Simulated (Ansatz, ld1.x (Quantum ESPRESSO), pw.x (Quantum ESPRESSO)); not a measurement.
# From atom to crystal: ultrasoft potential for nickel (Ni)

nickel, ultrasoft, made with ld1.x (Quantum ESPRESSO) 7.5 (PBEsol, scalar-relativistic). Core [Ar], reference 3d8 4s2 4p0. Waves: 4s (bound): rcut 1.75, rcutus 2.40 bohr; 4s channel at -0.1 Ry: rcut 1.75, rcutus 2.40 bohr; 4p (bound, empty): rcut 1.50, rcutus 2.10 bohr; 4p channel at 0.8 Ry: rcut 1.50, rcutus 2.10 bohr; 3d (bound): rcut 1.10, rcutus 1.25 bohr; 3d channel at -0.3 Ry: rcut 1.10, rcutus 1.25 bohr. Local part: all-electron potential smoothed inside 2.40 bohr (lloc = -1). Core correction: none. Augmentation charge: built from norm-conserving waves at rcut, not smoothed further.

Atomic tests: cutoffs needed: 70 Ry and 120 Ry (the cutoffs (Ry, on a coarse ladder) from which the occupation-weighted sum of valence levels, in a spherical-Bessel basis at the reference potential, stays within 10 and 1 mRy of its value at 400 Ry); ghost test: no extra level below or beside the all-electron valence levels (s, p, d, f tested) (spherical-Bessel basis up to 400 Ry, 20 bohr box); largest excitation error: -184 meV (all-electron minus pseudo) for 3d9 4s0 4p0, out of 7 test configurations.

Crystal test: diamond Ni in pw.x 7.5, no spin, 9³ k-points, Fermi–Dirac smearing 0.01 Ry, cutoffs 145/900 Ry. The reference is all-electron LAPW (Ansatz 0.2.0) with the same functional, mesh and smearing; V0 and B0 come from Birch–Murnaghan fits to the pressures at five volumes. Errors are pseudo minus all-electron; Δ is the rms difference of the E(V) curves that follow from these fits, minima aligned, over ±6 % about the mean V0. Mesh and smearing are coarse, so the numbers serve the comparison and aren't converged zero-temperature values; the lattice is a test structure that the element need not adopt. Spin polarisation and strong correlation are left out, which matters for this element.

All-electron: a0 = 5.008 Å (V0 = 15.70 Å³/atom), B0 = 106.8 GPa.

Q: How far does the potential miss the all-electron equation of state?

A: mean pressure error (GPa): +2.25; a0 (Å): 5.041; a0 error (%): +0.67; B0 error (%): -0.2; Δ (meV/atom): 7.4. The largest radius (2.40 bohr) exceeds half the bond length (2.05 bohr), so the spheres overlap, which is one possible source of error among others. This is a poor potential for the solid.

```json
{"V (Å³/atom)": "14.907", "P all-electron (GPa)": "6.23", "P pseudo (GPa)": "9.03"}
{"V (Å³/atom)": "15.300", "P all-electron (GPa)": "2.91", "P pseudo (GPa)": "5.41"}
{"V (Å³/atom)": "15.692", "P all-electron (GPa)": "0.03", "P pseudo (GPa)": "2.26"}
{"V (Å³/atom)": "16.084", "P all-electron (GPa)": "-2.46", "P pseudo (GPa)": "-0.48"}
{"V (Å³/atom)": "16.477", "P all-electron (GPa)": "-4.62", "P pseudo (GPa)": "-2.85"}
```

Q: At the middle volume, how do free energy and pressure move when the wave cutoff is lowered (ecutrho held at 900 Ry)?

A:

```json
{"cutoff (Ry)": "65", "shift of F (meV/atom)": "+233.3", "shift of P (GPa)": "-17.05"}
{"cutoff (Ry)": "87", "shift of F (meV/atom)": "+95.0", "shift of P (GPa)": "-1.81"}
{"cutoff (Ry)": "116", "shift of F (meV/atom)": "+4.9", "shift of P (GPa)": "-0.43"}
```

Input at the middle volume:

```
&control
  calculation='scf', prefix='x', pseudo_dir='./', outdir='./tmp', tstress=.true., disk_io='none'
/
&system
  ibrav=0, nat=2, ntyp=1, ecutwfc=145, ecutrho=900, nbnd=18,
  occupations='smearing', smearing='fd', degauss=0.01
/
&electrons
  conv_thr=1e-09, mixing_beta=0.4, electron_maxstep=70
/
ATOMIC_SPECIES
Ni 1.0 Ni.UPF
CELL_PARAMETERS angstrom
  0.00000000 2.50356824 2.50356824
  2.50356824 0.00000000 2.50356824
  2.50356824 2.50356824 0.00000000
ATOMIC_POSITIONS crystal
Ni 0.0000 0.0000 0.0000
Ni 0.2500 0.2500 0.2500
K_POINTS automatic
9 9 9 0 0 0
```

```bash
pw.x < Ni.scf.in > Ni.scf.out
```

Lines of the output:

```
Message from routine setup:
     using ibrav=0 with symmetry is DISCOURAGED, use correct ibrav instead
     lattice parameter (alat)  =       6.6907  a.u.
     unit-cell volume          =     211.7897 (a.u.)^3
     number of electrons       =        20.00
     number of Kohn-Sham states=           18
     kinetic-energy cutoff     =     145.0000  Ry
     charge density cutoff     =     900.0000  Ry
     scf convergence threshold =      1.0E-09
     Exchange-correlation= PBESOL
     number of k points=    35  Fermi-Dirac smearing, width (Ry)=  0.0100
     iteration #  1     ecut=   145.00 Ry     beta= 0.40
     total energy              =    -152.08893573 Ry
     estimated scf accuracy    <       0.25559471 Ry
     iteration #  2     ecut=   145.00 Ry     beta= 0.40
     total energy              =    -152.14619534 Ry
     estimated scf accuracy    <       0.29558436 Ry
     iteration #  3     ecut=   145.00 Ry     beta= 0.40
     total energy              =    -152.18332872 Ry
     estimated scf accuracy    <       0.00396525 Ry
     iteration #  4     ecut=   145.00 Ry     beta= 0.40
     total energy              =    -152.18369020 Ry
     estimated scf accuracy    <       0.00020242 Ry
     iteration #  5     ecut=   145.00 Ry     beta= 0.40
     total energy              =    -152.18364887 Ry
     estimated scf accuracy    <       0.00009330 Ry
     iteration #  6     ecut=   145.00 Ry     beta= 0.40
     total energy              =    -152.18366801 Ry
     estimated scf accuracy    <       0.00007089 Ry
     iteration #  7     ecut=   145.00 Ry     beta= 0.40
     total energy              =    -152.18367014 Ry
     estimated scf accuracy    <       0.00000728 Ry
     iteration #  8     ecut=   145.00 Ry     beta= 0.40
     total energy              =    -152.18367106 Ry
     estimated scf accuracy    <          1.1E-09 Ry
     iteration #  9     ecut=   145.00 Ry     beta= 0.40
     total energy              =    -152.18367106 Ry
     estimated scf accuracy    <       0.00000001 Ry
     iteration # 10     ecut=   145.00 Ry     beta= 0.40
     total energy              =    -152.18367106 Ry
     estimated scf accuracy    <          2.6E-09 Ry
     iteration # 11     ecut=   145.00 Ry     beta= 0.40
     the Fermi energy is     7.9279 ev
!    total energy              =    -152.18367106 Ry
     estimated scf accuracy    <          7.8E-13 Ry
     smearing contrib. (-TS)   =      -0.02374117 Ry
     The total energy is F=E-TS. E is the sum of the following terms:
     one-electron contribution =     -67.16646677 Ry
     hartree contribution      =      54.85365638 Ry
     xc contribution           =     -25.98680129 Ry
     ewald contribution        =    -113.86031821 Ry
     convergence has been achieved in  11 iterations
          total   stress  (Ry/bohr**3)                   (kbar)     P=       22.62
     Message from routine punch:
     Nothing written, as per user request (disk_io='none')
```

The run at the middle volume (35 k-points, 11 iterations) took about 75 s on one core of a shared host (Neoverse-V2, 32 threads, 247 GiB, load 10).
